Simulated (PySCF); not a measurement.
Gas-phase reaction: 3 NH₃ + 2 SiH + 5 NH ⇌ 2 Si(NH₂)₄

Computed with PySCF (xtb for GFN2) and rigid-rotor harmonic-oscillator thermochemistry at 1 bar. † marks an energy on the PBE0/def2-TZVP geometry and frequencies; other levels use their own. MP2 freezes the core. 6-31G* has spherical d functions here. Open shells (unrestricted): SiH (multiplicity 2, electronic degeneracy 4), NH (multiplicity 3); the rest are closed-shell singlets. GFN2 has no spin-polarisation term. Spin-orbit splitting is ignored; it lowers the true energy and changes the entropy of SiH. B3LYP is the form with VWN-RPA correlation. Si(NH₂)₄: computed as isolated molecules; such fragments, hydroxides, amides, oligomers or adducts are transient or little studied in the gas. MP2 isn't extrapolated to the basis-set limit; its ΔH°(298 K) is -3001.9 kJ in def2-SVP and -3240.2 kJ in def2-TZVPP. The harmonic model lacks anharmonicity and excited electronic states, which grow with temperature; levels with a mode under 35 cm⁻¹ are left out. Internal rotation in Si(NH₂)₄ is treated as a harmonic vibration of one conformer, which makes the entropy rough.

```
level               ΔE electronic, kJ  ΔH°(298 K), kJ  ΔS°(298 K), J/K  ΔG°(1000 K), kJ
------------------  -----------------  --------------  ---------------  ---------------
B3LYP/6-31G*                    -2998           -2873            -1211            -1673
B3LYP/def2-TZVP†                -3100           -2976            -1207            -1779
BLYP/def2-TZVP†                 -3051           -2927            -1207            -1730
GFN2-xTB                        -4128           -4010            -1169            -2854
MP2/def2-SVP†                   -3126           -3002            -1207            -1806
PBE/def2-SVP                    -3216           -3096            -1199            -1911
PBE0/def2-SVP†                  -3158           -3034            -1207            -1837
PBE0/def2-TZVP                  -3194           -3070            -1207            -1874
ωB97X-V/def2-TZVP†              -3276           -3152            -1207            -1955
```
ΔH° is lowest at GFN2-xTB and highest at B3LYP/6-31G*. No reference value is set beside these.
